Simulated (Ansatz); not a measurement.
# MP2/6-31G(d) (spherical functions) run of CCl3F (trichlorofluoromethane)

What is the energy change on altering one bond length of CCl3F (trichlorofluoromethane) at MP2/6-31G* (spherical functions)? 

The results are computed with Ansatz 0.2.0.

51 further runs of the same task are left out: 2 that didn't finish, 49 set aside as unsound or not needed. Runs told in other sessions of the task aren't counted.

## (1) The structure to begin with

CCl3F: 5 atoms, total charge 0, spin state singlet. SMILES: `FC(Cl)(Cl)Cl`. The coordinates come from a PBE0-D4/def2-TZVP relaxation.

Bond lengths: F1–C2 1.333 Å, C2–Cl3 1.760 Å, C2–Cl4 1.760 Å, C2–Cl5 1.760 Å. Angles: F1–C2–Cl3 108.5°, F1–C2–Cl4 108.5°, F1–C2–Cl5 108.5°, Cl3–C2–Cl4 110.4°, Cl3–C2–Cl5 110.4°, Cl4–C2–Cl5 110.4°.

## (2) The energy at MP2/6-31G(d) (spherical functions)

Input file input.yaml:

```yaml
crystal:
  periodic: [false, false, false]
  atoms:
    - {symbol: F, position_ang: [0.911880, -0.820730, 0.677360]}
    - {symbol: C, position_ang: [0.044670, -0.040210, 0.033190]}
    - {symbol: Cl, position_ang: [-1.384510, 0.157610, 1.040990]}
    - {symbol: Cl, position_ang: [-0.379970, -0.814480, -1.489160]}
    - {symbol: Cl, position_ang: [0.807920, 1.517810, -0.262390]}
basis:
  gaussian:
    orbitals: 6-31G_st_-spherical.json
correlation:
  method: mp2
  frozen_orbitals: {C: 1, Cl: 5, F: 1}
accuracy: high
```

The basis set 6-31G* is read from a file made from the Basis Set Exchange's data (not shown).

Command:

```console
ansatz run input.yaml --threads 1 --pin off --max-ram 3480MiB --events-out events.jsonl --progress --plain --runs-dir runs
```

The program printed:

```text
Warning: RAYON_NUM_THREADS=1 ignored (pool sized by the plan → 1); use --threads N
Functional definition: HF
  name "HF"
  exchange = exact_x
  correlation = 0
1786 factors; integrals over basis functions are off by at most 3.3e-9 eV
mean field evaluation 1: about -41239.8751 eV, gradient 4.2e1 eV
mean field evaluation 2: about -41239.9847 eV, gradient 4.2e1 eV
mean field evaluation 4: about -41244.3835 eV, gradient 2.7e0 eV
mean field evaluation 8: about -41244.4335 eV, gradient 1.6e-1 eV
mean field -41244.43358026 eV, -1515.7049775935 hartree, gradient 1.0e-7 eV, S^2 0.000000; 0 other end points of the search recorded, 0 dependent functions left out
17 core orbitals not correlated: weight in the atoms' cores, before any rotation towards them, 1.000 or more for the frozen orbitals, at most 0.000 for the correlated occupied ones
reference -41244.43358026 eV, -1515.7049775935 hartree; 16, 16 occupied and 49, 49 virtual orbitals, 1786 factors
second order -18.76605883 eV of doubles, -0.00000000 eV of singles
Total energy: -41263.19963910 eV, -1516.3946175355 hartree
```

Wall time 3.3 s (1 thread of Arm Neoverse V2, shared host); peak memory 0.24 GiB.

## (3) The distorted shape at the same level

Edit input.yaml of step 2 so:

```diff
@@ -3,3 +3,3 @@
   atoms:
-    - {symbol: F, position_ang: [0.911880, -0.820730, 0.677360]}
+    - {symbol: F, position_ang: [1.041987, -0.937831, 0.774004]}
     - {symbol: C, position_ang: [0.044670, -0.040210, 0.033190]}
@@ -11,2 +11,3 @@
     orbitals: 6-31G_st_-spherical.json
+total_charge: 0
 correlation:
```

The basis set 6-31G* is read from a file made from the Basis Set Exchange's data (not shown).

Command:

```console
ansatz run input.yaml --threads 1 --pin off --max-ram 3480MiB --events-out events.jsonl --progress --plain --runs-dir runs
```

The program printed:

```text
Warning: RAYON_NUM_THREADS=1 ignored (pool sized by the plan → 1); use --threads N
Functional definition: HF
  name "HF"
  exchange = exact_x
  correlation = 0
1770 factors; integrals over basis functions are off by at most 3.7e-9 eV
mean field evaluation 1: about -41238.4622 eV, gradient 4.5e1 eV
mean field evaluation 2: about -41238.5661 eV, gradient 4.5e1 eV
mean field evaluation 4: about -41243.6419 eV, gradient 3.2e0 eV
mean field evaluation 8: about -41243.7097 eV, gradient 3.0e-1 eV
mean field evaluation 16: about -41243.7101 eV, gradient 2.0e-8 eV
mean field -41243.71007377 eV, -1515.6783892203 hartree, gradient 2.0e-8 eV, S^2 0.000000; 0 other end points of the search recorded, 0 dependent functions left out
17 core orbitals not correlated: weight in the atoms' cores, before any rotation towards them, 1.000 or more for the frozen orbitals, at most 0.000 for the correlated occupied ones
reference -41243.71007377 eV, -1515.6783892203 hartree; 16, 16 occupied and 49, 49 virtual orbitals, 1770 factors
second order -19.06436033 eV of doubles, -0.00000000 eV of singles
Total energy: -41262.77443410 eV, -1516.3789915402 hartree
```

Wall time 3.6 s (1 thread of Arm Neoverse V2, shared host); peak memory 0.24 GiB.

## (4) Results

Level: MP2/6-31G* (spherical functions), 17 core orbitals frozen.

```
                                                         quantity           value
                                        first shape: total energy  -1516.39462 Eh
        first shape: correlation energy (17 core orbitals frozen)      -689.6 mEh
                                    distorted shape: total energy  -1516.37899 Eh
    distorted shape: correlation energy (17 core orbitals frozen)      -700.6 mEh
energy change with the F1–C2 bond stretched from 1.333 to 1.533 Å        0.425 eV
```

**Reading.** With the F1–C2 bond stretched from 1.333 to 1.533 Å the energy rises by 0.43 eV (9.8 kcal/mol). The first shape isn't relaxed at this level, so the change isn't measured from a minimum.
